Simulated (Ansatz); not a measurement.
System: C2H3O2, charge -1, multiplicity 1. It need not be the lowest isomer of its formula. Whether it binds its extra electron was not tested at this geometry. 
Coordinates optimised at B3LYP-D3(BJ)/def2-TZVP (Ansatz, a program for electronic structure):
```
C
O 1 1.2542
C 1 1.3747 2 131.52
H 3 1.0807 1 119.31 2 0.00
H 3 1.0808 4 119.61 1 -180.00
O 1 1.4360 2 114.31 3 -180.00
H 6 0.9659 1 100.35 2 0.00
```
Charge -1, spin multiplicity 1.

Basis-set convergence of Hartree-Fock and MP2 correlation energies (hartree) with Ansatz. Cores are frozen in the correlated levels unless marked. No spin-orbit coupling. No relativistic terms. This anion needs diffuse functions, which these sets lack.

```csv
basis,functions,E(HF),"E(corr, MP2)"
cc-pVDZ,-,-227.19980,-0.64247
cc-pVTZ,162,?,?
```

Complete the blanks.


- cc-pVTZ, E(HF): -227.27706
- cc-pVTZ, E(corr, MP2): -0.81400
